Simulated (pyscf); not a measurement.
HO–GeH: [singlet] + hydrogen (H₂) -> germylene (GeH₂) [singlet] + water (H₂O) (four-centre exchange; singlet surface; Ge–O, H–H broken, Ge–H, H–O formed). Single points on ωB97X-D3(BJ)/def2-SVP structures (PySCF, gas phase). Energies in kcal/mol from the separated reactants.

```csv
level,barrier,reaction energy
ωB97X-D3(BJ)/def2-TZVP,25.5,+18.3
PBE/def2-TZVP,19.9,+19.2
r²SCAN/def2-TZVP,21.5,+19.9
PBE0-D3(BJ)/def2-TZVP,21.3,+16.7
M06-2X/def2-TZVP,27.0,+20.1
ωB97M-D3(BJ)/def2-TZVP,25.4,+17.1
```

The functionals in the table span 7.1 kcal/mol in this barrier, from PBE to M06-2X. On the product side the descent ends in an adduct with a Ge–O contact, 16.6 kcal/mol under the separated species and 23.9 kcal/mol under the saddle at ωB97X-D3(BJ)/def2-TZVP. What is counted as broken (Ge–O) persists as a longer contact in the product adduct; parting that adduct is a step of its own. At the saddle there is also a short Ge–H contact that neither side keeps. One saddle was located; it need not be the lowest between these sides. Elements up to Kr have no core potential and no relativistic terms here.
